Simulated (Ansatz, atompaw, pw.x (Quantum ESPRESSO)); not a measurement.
pw.x on fcc H: one setting changed

Potential: PAW, atompaw 4.2.0.5, PBEsol; core none, reference 1s1; waves: 1s (bound): rc 1.70 bohr; 1s channel at -0.15 Ry: rc 1.70 bohr; 2p channel at 0.1 Ry: rc 1.70 bohr; local part: bessel scheme, radius 1.15 bohr; core correction: none; augmentation: sinc compensation charge, radius 1.35 bohr; PAW radius 1.70 bohr; waves and projectors: custom rrkj vanderbiltortho.

The reference run (k-mesh 18³, cutoffs 40/400 Ry, Fermi–Dirac 0.01 Ry, mixing_beta 0.4, conv_thr 1e-9, no spin) gives 0.07 GPa at 2.917 Å³/atom, where all-electron LAPW gives -0.10 GPa. This run, with its own iteration cap, changes degauss to 0.02.

```
&control
  calculation='scf', prefix='x', pseudo_dir='./', outdir='./tmp', tstress=.true., disk_io='none'
/
&system
  ibrav=0, nat=1, ntyp=1, ecutwfc=40, ecutrho=400, nbnd=7,
  occupations='smearing', smearing='fd', degauss=0.02
/
&electrons
  conv_thr=1e-09, mixing_beta=0.4, electron_maxstep=50
/
ATOMIC_SPECIES
H 1.0 H.UPF
CELL_PARAMETERS angstrom
  0.00000000 1.13405855 1.13405855
  1.13405855 0.00000000 1.13405855
  1.13405855 1.13405855 0.00000000
ATOMIC_POSITIONS crystal
H 0.0000 0.0000 0.0000
K_POINTS automatic
18 18 18 0 0 0
```

```bash
pw.x < H.scf.in > H.scf.out
```

Problem. How does the run end?

Solution. It converges in 4 iterations; the free energy moves by -9.3 meV/atom and the pressure by +0.39 GPa. In a metal, with Fermi–Dirac smearing, F lies below its zero-width value by a term in the square of the width.

```
Message from routine setup:
     using ibrav=0 with symmetry is DISCOURAGED, use correct ibrav instead
     lattice parameter (alat)  =       3.0307  a.u.
     unit-cell volume          =      19.6849 (a.u.)^3
     number of electrons       =         1.00
     number of Kohn-Sham states=            7
     kinetic-energy cutoff     =      40.0000  Ry
     charge density cutoff     =     400.0000  Ry
     scf convergence threshold =      1.0E-09
     Exchange-correlation= SLA PW PSX PSC
     number of k points=   195  Fermi-Dirac smearing, width (Ry)=  0.0200
     iteration #  1     ecut=    40.00 Ry     beta= 0.40
     total energy              =      -1.07233614 Ry
     estimated scf accuracy    <       0.00000540 Ry
     iteration #  2     ecut=    40.00 Ry     beta= 0.40
     total energy              =      -1.07219425 Ry
     estimated scf accuracy    <       0.00000193 Ry
     iteration #  3     ecut=    40.00 Ry     beta= 0.40
     total energy              =      -1.07219463 Ry
     estimated scf accuracy    <       0.00000002 Ry
     iteration #  4     ecut=    40.00 Ry     beta= 0.40
     the Fermi energy is     4.0589 ev
!    total energy              =      -1.07219463 Ry
     estimated scf accuracy    <          6.5E-11 Ry
     smearing contrib. (-TS)   =      -0.00181684 Ry
     convergence has been achieved in   4 iterations
          total   stress  (Ry/bohr**3)                   (kbar)     P=        4.54
     Message from routine punch:
     Nothing written, as per user request (disk_io='none')
```

The run took about 1.7 s on one core of a shared host (Intel(R) Xeon(R) 6975P-C, 192 threads, 1512 GiB, load 88).
